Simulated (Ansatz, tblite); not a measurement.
# SiMe2H2 (C₂H₈Si): one state, many levels

The task here is to estimate one member of a computed series from the others.

Method: as each input shows; program: Ansatz 0.2.0, Gaussian basis.

The runs, in order: GFN1-xTB, GFN2-xTB, PBE-D4/def2-TZVP, r2SCAN-D4/def2-TZVP, ωB97M-V/def2-TZVP, CAM-B3LYP-D4/def2-TZVP, B97M-V/def2-TZVP, LC-ωPBE/def2-TZVP, B2PLYP/def2-TZVP, BLYP-D4/def2-TZVP, ωB97X-V/def2-TZVP, PBE-D4/def2-SVP, PBE0-D4/def2-SVP, PBE0-D4/def2-TZVPD, PBE-D4/def2-TZVPD, r2SCAN-D4/def2-TZVPD, CCSD(T)/def2-TZVPP, MP2/def2-TZVP, RPA/def2-TZVP.

1 further run of the same task is left out (it didn't finish).

## The relaxed structure

The singlet was relaxed beforehand with PBE-D4/def2-TZVP.

11 atoms, charge 0, spin multiplicity 1.

Bond lengths: Si1–C2 1.883 Å, Si1–C6 1.883 Å, Si1–H10 1.500 Å, Si1–H11 1.500 Å, C2–H3 1.099 Å, C2–H4 1.100 Å, C2–H5 1.100 Å, C6–H7 1.099 Å, C6–H8 1.100 Å, C6–H9 1.100 Å. Angles: C2–Si1–C6 111.4°, C2–Si1–H10 109.5°, C2–Si1–H11 109.5°, C6–Si1–H10 109.5°, C6–Si1–H11 109.5°, H10–Si1–H11 107.3°, Si1–C2–H3 111.1°, Si1–C2–H4 110.8°, Si1–C2–H5 110.8°, H3–C2–H4 108.0°, H3–C2–H5 108.0°, H4–C2–H5 108.0°, Si1–C6–H7 111.1°, Si1–C6–H8 110.8°, Si1–C6–H9 110.8°, H7–C6–H8 108.0°, H7–C6–H9 108.0°, H8–C6–H9 108.0°.

PBE0-D4/def2-TZVP was run before; its log isn't repeated, and its numbers join the tables.

Set-up of the first run:

Tight binding, by tblite at 300 K electronic temperature and without a spin-polarisation term:

```python
tblite.interface.Calculator('GFN1-xTB', numbers, positions, charge=0, uhf=0).singlepoint()
```

Tight binding, by tblite at 300 K electronic temperature and without a spin-polarisation term:

```python
tblite.interface.Calculator('GFN2-xTB', numbers, positions, charge=0, uhf=0).singlepoint()
```

start.molden holds the orbitals of an earlier run on this state, given as this run's starting guess.

Input file in.yaml:

```yaml
crystal:
  periodic: [false, false, false]
  atoms:
    - {symbol: Si, position_ang: [-0.596007, -0.003632, -0.423794]}
    - {symbol: C, position_ang: [-0.632843, 0.001065, 1.459088]}
    - {symbol: H, position_ang: [-1.665927, 0.007323, 1.835039]}
    - {symbol: H, position_ang: [-0.120974, 0.889284, 1.857879]}
    - {symbol: H, position_ang: [-0.130235, -0.890572, 1.861954]}
    - {symbol: C, position_ang: [1.170347, 0.002325, -1.076898]}
    - {symbol: H, position_ang: [1.186278, -0.004644, -2.176136]}
    - {symbol: H, position_ang: [1.720580, -0.882266, -0.723750]}
    - {symbol: H, position_ang: [1.710406, 0.897533, -0.735051]}
    - {symbol: H, position_ang: [-1.326129, 1.200262, -0.942439]}
    - {symbol: H, position_ang: [-1.315496, -1.216697, -0.935871]}
basis:
  gaussian: {orbitals: def2-TZVP, initial_orbitals: start.molden}
hamiltonian: {xc: pbe, dispersion: d4}
scf: {omitted_lower_state_checks: [starts]}
output: {orbitals: {seedname: orbitals}}
```

Started as:

```bash
$ ansatz run in.yaml --threads 4 --pin off --events-out ev --progress --plain --max-ram 3916MiB
```

Among the steps run: PBE-D4/def2-TZVP; r2SCAN-D4/def2-TZVP; ωB97M-V/def2-TZVP; CAM-B3LYP-D4/def2-TZVP; B97M-V/def2-TZVP; LC-ωPBE/def2-TZVP; B2PLYP/def2-TZVP; BLYP-D4/def2-TZVP; ωB97X-V/def2-TZVP; PBE-D4/def2-SVP; PBE0-D4/def2-SVP; PBE0-D4/def2-TZVPD; PBE-D4/def2-TZVPD; r2SCAN-D4/def2-TZVPD; CCSD(T)/def2-TZVPP; MP2/def2-TZVP; RPA/def2-TZVP.

One of the session's tables, all rows but one given; the rest of the session is left out.

| level | HOMO (eV) | LUMO (eV) | gap (eV) |
| --- | --- | --- | --- |
| PBE-D4/def2-SVP | -7.45 | 0.77 | 8.22 |
| PBE-D4/def2-TZVP | -7.49 | 0.27 | 7.76 |
| PBE-D4/def2-TZVPD | -7.50 | -0.32 | 7.18 |
| BLYP-D4/def2-TZVP | -7.37 | 0.29 | 7.65 |
| r2SCAN-D4/def2-TZVP | -7.78 | 0.90 | 8.68 |
| r2SCAN-D4/def2-TZVPD | -7.78 | 0.43 | 8.21 |
| B97M-V/def2-TZVP | ? | ? | ? |
| PBE0-D4/def2-SVP | -8.80 | 1.60 | 10.40 |
| PBE0-D4/def2-TZVP | -8.80 | 1.05 | 9.85 |
| PBE0-D4/def2-TZVPD | -8.80 | 0.31 | 9.12 |
| CAM-B3LYP-D4/def2-TZVP | -10.19 | 1.83 | 12.03 |
| LC-ωPBE/def2-TZVP | -11.58 | 3.09 | 14.67 |
| ωB97X-V/def2-TZVP | -11.21 | 2.89 | 14.10 |
| ωB97M-V/def2-TZVP | -11.06 | 2.46 | 13.52 |

Estimate the missing values for B97M-V/def2-TZVP.

As computed: HOMO (eV): -7.89; LUMO (eV): 0.39; gap (eV): 8.28. In the column «HOMO (eV)» it lies between PBE0-D4/def2-TZVPD (-8.80) and r2SCAN-D4/def2-TZVP (-7.78).
